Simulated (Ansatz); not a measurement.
**SiPO (quartet): from Hartree-Fock to the top rungs at a displaced geometry (v1), cc-pVDZ**

One table from this session's results is given with a row withheld; the runs are named, their logs left out.

Computed with Ansatz 0.2.0, Gaussian basis. Level: cc-pVDZ, core rule «outside noble gas», up to 11 orbitals frozen.

Plan: UHF; CCSD(T) on ROHF; CCSD(T) on UHF; BCCD(T) on ROHF; CISD as a restricted active space (open shells left free, so some higher excitations enter); CCSDT(Q) on ROHF; CCSDT(Q) on UHF.

35 further runs of the same task are left out: 11 for a known fault of the program, 11 that didn't finish, 13 set aside as unsound or not needed. Runs told in other sessions of the task aren't counted.

## The system

The geometry is a PBE0/def2-TZVP stationary point (not a proven minimum) with its atoms shifted at random (size 0.040 Å).

3 atoms, charge 0, spin multiplicity 4.

Atoms are counted from 1 here; the program's logs count them from 0.

Bond lengths: O1–P2 1.480 Å, P2–Si3 2.296 Å. Angles: O1–P2–Si3 118.5°.

As a file:

```xyz
3
charge 0, multiplicity 4
O    -0.0173   -0.6315    1.6280
P    -0.0181    0.4479    0.6150
Si    0.0298   -0.1342   -1.6057
```

The first run:

in.yaml reads:

```yaml
crystal:
  periodic: [false, false, false]
  atoms:
    - {symbol: O, position_ang: [-0.017292, -0.631477, 1.627952]}
    - {symbol: P, position_ang: [-0.018125, 0.447913, 0.615041]}
    - {symbol: Si, position_ang: [0.029839, -0.134243, -1.605682]}
basis:
  gaussian: {orbitals: cc-pVDZ}
magnetization: {spin_polarized: true, initial_magnetization: 3}
hamiltonian: {xc: hf}
output: {orbitals: {seedname: orbitals}}
```

Run with:

```bash
ansatz run in.yaml --threads 1 --pin off --events-out ev --progress --plain --max-ram 2393MiB
```

Among the steps run: UHF; CCSD(T) on ROHF; CCSD(T) on UHF; BCCD(T) on ROHF; CISD as a restricted active space (open shells left free, so some higher excitations enter); CCSDT(Q) on ROHF; CCSDT(Q) on UHF.

One table of the session follows, with a row left open; its other results are not shown here.

```
   method  from RCCSDT(Q) (kcal/mol)
     ROHF                          ?
      UHF                    +247.85
     RMP2                     +24.41
     UMP2                     +29.59
     CISD                     +40.13
    RCCSD                     +13.42
    UCCSD                     +13.15
 RCCSD(T)                      +2.16
 UCCSD(T)                      +2.54
  BCCD(T)                      +2.16
   RCCSDT                      +1.23
   UCCSDT                      +1.23
RCCSDT(Q)                          0
UCCSDT(Q)                      -0.31
```

**Question.** Estimate the row for ROHF.

As computed: from RCCSDT(Q) (kcal/mol): +254.42. In the column «from RCCSDT(Q) (kcal/mol)» it is the highest.

Caveats from the session: Restricted and unrestricted rows rest on different reference determinants; a gap between their highest levels can come from leftover correlation error, from unlike frozen cores or from another state.
